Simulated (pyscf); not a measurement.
H₃C–O–SiH₂• + hydrogen (H₂) -> H₃C–O–SiH₃ + H atom (H•) (hydrogen abstraction; doublet surface; H–H broken, H–Si formed). PySCF, gas phase, ωB97X-D3(BJ)/def2-SVP geometries. Energies in kJ/mol from the separated reactants.

```csv
level,barrier,reaction energy
ωB97X-D3(BJ)/def2-TZVP,63.5,+43.7
PBE/def2-TZVP,58.4,+59.9
r²SCAN/def2-TZVP,58.3,+62.8
B3LYP-D3(BJ)/def2-TZVP,61.6,+61.6
PBE0-D3(BJ)/def2-TZVP,57.5,+50.4
M06-2X/def2-TZVP,77.9,+54.5
```

At PBE, r²SCAN this geometry lies under the product side: in single points on another level's saddle the reverse barrier vanishes, and the forward threshold there is about the reaction energy. H₃C–O–SiH₃ lies 99.2 kJ/mol over its isomer H₃C–SiH₂–OH (electronic energy, ωB97M-D3(BJ)/def2-TZVP). This is the saddle that the search found; another between the same sides may lie lower. The angle at the transferred H is 177°.
